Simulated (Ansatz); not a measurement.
# AlH2Si: the cost of one run

The runs use Ansatz 0.2.0, Gaussian basis; def2-QZVPP, core rule «outside noble gas», up to 10 orbitals frozen.

Plan: UHF; ROHF; CCSD(T) on UHF.

2 further runs of the same task are left out: 2 set aside as unsound or not needed.

## (1) The system

The geometry is a PBE0/def2-TZVP stationary point (not a proven minimum) of the parent state, kept for this charge and spin.

4 atoms, charge 0, spin multiplicity 4.

Atoms are counted from 1 here; the program's logs count them from 0.

Bond lengths: Si1–Al2 2.509 Å, Si1–H3 1.501 Å, Si1–H4 1.501 Å. Angles: Al2–Si1–H3 121.8°, Al2–Si1–H4 121.8°, H3–Si1–H4 104.9°.

## (2) UHF

The input, in.yaml:

```yaml
crystal:
  periodic: [false, false, false]
  atoms:
    - {symbol: Si, position_ang: [-0.056321, 0.000000, 1.156776]}
    - {symbol: Al, position_ang: [0.030473, 0.000000, -1.350744]}
    - {symbol: H, position_ang: [0.376805, -1.189387, 1.962674]}
    - {symbol: H, position_ang: [0.376805, 1.189387, 1.962674]}
basis:
  gaussian: {orbitals: "def2-QZVPP.json"}
magnetization: {spin_polarized: true, initial_magnetization: 3}
hamiltonian: {xc: hf}
output: {orbitals: {seedname: orbitals}}
```

Command:

```console
$ ansatz run in.yaml --threads 1 --pin off --events-out ev --progress --plain --max-ram 2393MiB
```

**Question.** How long does this run take on 1 thread of Arm Neoverse V1, shared host, and how much memory does it need?

About 23 s, with a peak of 0.49 GiB.
